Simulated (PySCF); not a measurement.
hydrogen cyanide (CHN), SMILES C#N.

Coordinates come from a ωB97X-D3(BJ)/def2-TZVPD optimisation.

Two levels are set side by side: PBE/def2-TZVPD (PySCF) and HF/def2-TZVPD (PySCF). Same geometry, gas phase. Differences are taken from unrounded values.

```csv
quantity,HF,PBE,PBE minus HF
orbital gap (eV),15.27,8.09,-7.18
highest occupied level (eV),-13.58,-9.06,4.52
lowest empty level (eV),1.69,-0.97,-2.66
dipole moment (D),3.29,2.95,-0.34
mean polarisability (bohr³),16.5,17.3,0.8
```

Without exact exchange PBE keeps part of each electron's self-repulsion, which lifts occupied levels and narrows the gap. PBE's more diffuse valence density responds more strongly to a field. Differences between two approximate levels are no errors against the true value.

Rough cost on one machine, each run with all the roots and properties that it gave: HF against PBE about 1/3.
